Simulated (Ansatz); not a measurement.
Reaction (atomization): `Cc1ccncc1` → 6 C• + 7 H• + N•

Isolated molecules relaxed with PBE0-D4/def2-TZVP in Ansatz; ΔE leaves out vibrations. CCSD(T)/CBS is the MP2 limit (def2-TZVPP, def2-QZVPP) plus CCSD(T) − MP2 in def2-TZVPP, frozen cores. This one scheme is used for every species, atoms too. DFT in def2-TZVPP. B3LYP here is the variant with VWN-RPA as its local correlation; programs differ in this. Open shells (•) are unrestricted, without spin–orbit coupling. Spin–orbit coupling would lower the free atoms: a little for C.

`Cc1ccncc1`:

Z-matrix (Å, degrees):
```
C
C 1 1.495
H 1 1.091 2 111.4
H 1 1.091 2 111.4 3 -121.4
H 1 1.094 2 110.4 3 119.3
C 2 1.390 1 121.6 3 151.6
C 2 1.390 1 121.6 3 -29.5
C 6 1.386 2 119.4 1 178.7
H 6 1.085 2 120.6 1 -1.5
C 7 1.386 2 119.4 1 -178.7
H 7 1.085 2 120.6 1 1.5
N 8 1.328 6 123.8 2 0.1
H 8 1.087 6 120.0 2 179.9
H 10 1.087 7 120.0 2 -179.9
```

```tsv
level	ΔE (kJ/mol)	difference from CCSD(T)/CBS
LDA (SPW92)	7444.9	1036.9
BLYP-D4	6470.4	62.4
r2SCAN-D4	6468.7	60.7
B3LYP-D4	6457.9	49.9
CAM-B3LYP-D4	6468.5	60.5
ωB97M-V	6452.4	44.4
BLYP	6393.9	-14.1
r2SCAN	6460.0	52.0
PBE0	6507.3	99.3
LC-ωPBE	6446.4	38.4
CCSD/def2-SVP	6077.6	-330.4
CCSD(T)/def2-SVP	6170.0	-238.0
MP2/def2-TZVPP	6419.8	11.8
CCSD/def2-TZVPP	6128.9	-279.1
HF/CBS(def2)	4685.2	-1722.8
CCSD/CBS(def2)	6285.3	-122.7
CCSD(T)/CBS	6408.0	0
```

Largest T1 diagnostic among the species: 0.012.

Leaving LDA and LC-ωPBE aside and taking each functional with its dispersion term where it has one, the values, not all of them listed here, spread over 434.2 kJ/mol, from BHLYP-D4 to PBE-D4. LDA lies +803.1 kJ/mol from PBE without D4, its usual overbinding. From r2SCAN to r2SCAN0 (25 % exact exchange), in def2-TZVPP and without D4, ΔE moves by −105.2 kJ/mol: exact exchange takes away binding that semilocal exchange gives to molecules. At CCSD(T), def2-SVP lies −238.0 kJ/mol from the extrapolated value and def2-TZVPP −156.4 kJ/mol: correlation converges slowly with the basis, and small sets miss more of it in the bonded molecule than in its fragments.

For atomizations the MP2-based limit and the directly extrapolated one differ by several kJ/mol either way, and by 10 to 25 for some Ge, Se and Sn compounds, so smaller differences from it don't rank the levels.
